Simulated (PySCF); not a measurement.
The group X on HS-X is varied. Gas-phase values, no solvent. One relaxed conformer stands for each flexible species; it need not be the lowest. Strings in code marks are SMILES.

These are PySCF with B3LYP-D3(BJ)/def2-TZVP values and carry that method's errors. B3LYP has the VWN-RPA correlation part, as in Gaussian. Delta-SCF ions had no search for a lower state. Excitations are Tamm–Dancoff values on a coarser integration grid. The basis has no diffuse functions, so Rydberg states are missing or too high.

```json
[
 {"species": "X = H (`S`)", "T1 excitation (TDA) (eV)": "–", "S1 excitation (TDA) (eV)": "–", "vertical ionisation energy (Delta-SCF) (eV)": "10.41", "LUMO (eV)": "–", "S1 oscillator strength": "–"},
 {"species": "X = ethyl (`CCS` (C–C–S–H torsion 62°))", "T1 excitation (TDA) (eV)": "4.92", "S1 excitation (TDA) (eV)": "5.40", "vertical ionisation energy (Delta-SCF) (eV)": "9.21", "LUMO (eV)": "–", "S1 oscillator strength": "0.002"},
 {"species": "X = amino (`NS`)", "T1 excitation (TDA) (eV)": "4.52", "S1 excitation (TDA) (eV)": "5.19", "vertical ionisation energy (Delta-SCF) (eV)": "9.73", "LUMO (eV)": "-0.25", "S1 oscillator strength": "0.001"},
 {"species": "X = dimethylamino", "T1 excitation (TDA) (eV)": "4.72", "S1 excitation (TDA) (eV)": "5.42", "vertical ionisation energy (Delta-SCF) (eV)": "8.98", "LUMO (eV)": "–", "S1 oscillator strength": "0.002"},
 {"species": "X = formyl (`O=CS` (O–C–S–H torsion 180°))", "T1 excitation (TDA) (eV)": "4.10", "S1 excitation (TDA) (eV)": "4.66", "vertical ionisation energy (Delta-SCF) (eV)": "10.46", "LUMO (eV)": "-1.32", "S1 oscillator strength": "0.000"},
 {"species": "X = trifluoromethyl (`SC(F)(F)F`)", "T1 excitation (TDA) (eV)": "5.07", "S1 excitation (TDA) (eV)": "5.70", "vertical ionisation energy (Delta-SCF) (eV)": "10.89", "LUMO (eV)": "-0.73", "S1 oscillator strength": "0.000"},
 {"species": "X = boryl (`SB`)", "T1 excitation (TDA) (eV)": "4.64", "S1 excitation (TDA) (eV)": "6.15", "vertical ionisation energy (Delta-SCF) (eV)": "10.98", "LUMO (eV)": "-1.51", "S1 oscillator strength": "0.000"},
 {"species": "X = hydroxymethyl (`OCS` (H–O–C–S torsion 52°, O–C–S–H torsion 65°))", "T1 excitation (TDA) (eV)": "5.15", "S1 excitation (TDA) (eV)": "5.64", "vertical ionisation energy (Delta-SCF) (eV)": "9.68", "LUMO (eV)": "–", "S1 oscillator strength": "0.005"},
 {"species": "X = methylsulfinyl (`C[S@](=O)S` (O–S–S–H torsion 85°))", "T1 excitation (TDA) (eV)": "3.54", "S1 excitation (TDA) (eV)": "4.44", "vertical ionisation energy (Delta-SCF) (eV)": "9.38", "LUMO (eV)": "-1.60", "S1 oscillator strength": "0.026"},
 {"species": "X = acetoxy (`CC(=O)OS` (O–C–O–S torsion -1°, C–O–S–H torsion 1°))", "T1 excitation (TDA) (eV)": "3.16", "S1 excitation (TDA) (eV)": "4.05", "vertical ionisation energy (Delta-SCF) (eV)": "9.49", "LUMO (eV)": "-1.39", "S1 oscillator strength": "0.000"},
 {"species": "X = siloxy (`[SiH3]OS` (Si–O–S–H torsion 88°))", "T1 excitation (TDA) (eV)": "3.28", "S1 excitation (TDA) (eV)": "4.11", "vertical ionisation energy (Delta-SCF) (eV)": "9.53", "LUMO (eV)": "-1.36", "S1 oscillator strength": "0.001"},
 {"species": "X = cyclopropyl (`C1C(S)C1` (H–S–C–C torsion 74°))", "T1 excitation (TDA) (eV)": "5.06", "S1 excitation (TDA) (eV)": "5.57", "vertical ionisation energy (Delta-SCF) (eV)": "9.07", "LUMO (eV)": "–", "S1 oscillator strength": "0.001"}
]
```
